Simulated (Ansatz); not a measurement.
A calculation with Ansatz (development build ahead of 0.2.0).

```yaml
crystal:
  periodic: [false, false, false]
  atoms:
    - { symbol: O, position_ang: [0.0, 0.0, -1.558] }
    - { symbol: Al, position_ang: [0.0, 0.0, 0.0] }
    - { symbol: O, position_ang: [0.0, 0.0, 1.558] }
basis:
  gaussian: { orbitals: def2-SVP }
magnetization:
  initial_magnetization: 1
hamiltonian:
  xc: hf
correlation:
  method: mp2
  frozen_orbitals: { Al: 5, O: 1 }
scf:
  omitted_lower_state_checks: [stability, starts, atomic_configurations, cluster_reference, orbital_swaps, given_window_search, neighbouring_geometries, increment]
```

The input is written out in the form of the current development build from the run's settings. Correlation on restricted open-shell orbitals is semicanonical, with singles.

The run gave:

- Converged: yes
- Reference energy: -391.36158 hartree
- Correlation energy: -0.39159 hartree
- Total energy: -391.75318 hartree
- Spin squared of the determinant: 0.750

Messages of the program:
```
mean field -10649.49121824 eV, -391.3615837860 hartree, gradient 1.9e-6 eV, S^2 0.750000; 0 other ends of a descent, 0 dependent functions left out
```

Caution: the determinant may break the point group.
